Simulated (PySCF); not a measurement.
**Reproducing measurements on CFCl3**

**Experimental background.**

From NIST CCCBDB Release 22 (SRD 101), experimental dipoles, for the gas: dipole moment (microwave Stark effect, vibrational ground state) 0.46 ± 0.02 D.

The runs below try to reproduce these values; the comparison stands at the end.

Compound: CFCl3.
Atom-mapped SMILES: `[F:1][C:2]([Cl:3])([Cl:4])[Cl:5]`

Cartesian coordinates in Å at the GFN2-xTB level; atoms count from 1:
```xyz
5
CCl3F angstrom
F      0.060   -0.141    1.396
C      0.005   -0.006    0.067
Cl    -0.458    1.661   -0.313
Cl     1.603   -0.371   -0.604
Cl    -1.201   -1.140   -0.563
```

The PySCF runs (gas phase, on this GFN2-xTB geometry; no spin–orbit coupling):

```
            level         job  basis functions
       PBE0/3-21G  shieldings               57
   PBE0/6-31++G**  shieldings              102
    PBE0/6-311G**  shieldings              114
PBE0/ANO-RCC-VDZP  shieldings               82
     PBE0/IGLO-II  shieldings              149
        PBE0/MINI  shieldings               37
 PBE0/Sadlej pVTZ  shieldings              144
PBE0/aug-pcSseg-1  shieldings              151
    PBE0/cc-pCVDZ  shieldings              117
   PBE0/def2-SVPD  shieldings              124
  PBE0/def2-TZVPP  shieldings              188
     PBE0/pcseg-1  shieldings               82
```

All basis functions are spherical.

Results beside the measurements:

**Dipole moment.** Measured: 0.46 D (NIST CCCBDB Release 22 (SRD 101), experimental dipoles).

```csv
level,computed (D),computed − measured (D),% (from the printed values)
PBE0/3-21G,0.21,-0.25,-54
PBE0/6-31++G**,0.39,-0.07,-15
PBE0/6-311G**,0.43,-0.03,-7
PBE0/ANO-RCC-VDZP,0.50,+0.04,+9
PBE0/IGLO-II,0.51,+0.05,+11
PBE0/MINI,0.07,-0.39,-85
PBE0/Sadlej pVTZ,0.36,-0.10,-22
PBE0/aug-pcSseg-1,0.35,-0.11,-24
PBE0/cc-pCVDZ,0.29,-0.17,-37
PBE0/def2-SVPD,0.38,-0.08,-17
PBE0/def2-TZVPP,0.36,-0.10,-22
PBE0/pcseg-1,0.48,+0.02,+4
```

Closest is PBE0/pcseg-1 (+0.02 D), furthest PBE0/MINI (-0.39 D); one molecule doesn't rank methods. The computed dipoles belong to one fixed geometry; measured ones are averaged over vibrations unless marked μe. Magnitudes are compared, not signs.

No measured geometry was used, and the causes of the misses weren't examined.
